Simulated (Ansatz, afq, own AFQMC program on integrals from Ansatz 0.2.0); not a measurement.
# B2, singlet: AFQMC among the cluster methods

```yaml
atoms:
  - { symbol: B, position_ang: [0.0000, 0.0000, 0.0000] }
  - { symbol: B, position_ang: [0.0000, 0.0000, 1.3400] }
```

Basis cc-pVDZ. Noble-gas cores (and the filled d shells of Ga–Kr and In–Xe) are frozen. Integrals, coupled cluster, full CI and functionals: Ansatz 0.2.0; the random walks run on the same integrals in our own AFQMC program. The CISD trial takes its coefficients from CCSD amplitudes. Released means that phaseless walkers are propagated on without the constraint, phases kept. ± is one standard error of the sampling.

Determinant: RHF, the one that the program's search chose, which needn't be the lowest solution. The geometry is a point of a scan.

Full CI on the same integrals is exact in this basis and with this determinant's frozen core.

Cautions: another spin lies lower; restricted determinant unstable towards unrestricted (UHF 3.40 eV lower, ⟨S²⟩ 1.96); strong correlation (T1 0.035, weight of the determinant 0.75, largest double 0.39); (T) is large, 8 % of the CCSD correlation; (Q) is large, 106 meV, so the cluster series hasn't closed; the CCSD(T) amplitudes may be one of several solutions (largest double 0.39); the CCSDT(Q) amplitudes may be one of several solutions (largest double 0.59); the CCSDTQ amplitudes may be one of several solutions (largest double 0.95); the released energies are still falling, so no released level is given (meV from the phaseless value at times in 1/Eh: -24 ± 4 at 0.24, -47 ± 3 at 0.51, -80 ± 4 at 0.99, -103 ± 5 at 1.62, -129 ± 5 at 2.40); the determinant fills πx and πy unequally, so it mixes two states of the linear molecule, and each level undoes that mixture to a different degree, while full CI gives the lower state; CCSDTQ on the UHF determinant differs (763 meV lower), perhaps since the unrestricted series falls towards higher spin.

```
T1 diagnostic                               : 0.0352
weight of the determinant in the CISD state : 0.749
size of the correlated space                : 6 electrons in 26 orbitals
```

Reference: full CI, correlation energy -5.967 eV. The cautions show a poor starting determinant, so the rows tell how each method copes with it here, and full CI is the sure value.

| level | E − E(reference) (kJ/mol) | share of correlation (%) |
| --- | --- | --- |
| HF | 575.7 | 0.00 |
| MP2 | 167.0 | 70.99 |
| CCSD | 61.9 | 89.24 |
| CCSD(T) | 21.4 | 96.28 |
| CCSDT | 12.9 | 97.76 |
| CCSDT(Q) | 2.7 | 99.53 |
| CCSDTQ | 0.8 | 99.87 |
| ph-AFQMC/CISD | 28.3 ± 0.4 | 95.09 |

CCSDT and higher add their correlation energy to the determinant of the CCSD(T) run, since their own runs factorise the integrals more tightly (a shift of under 2 meV).
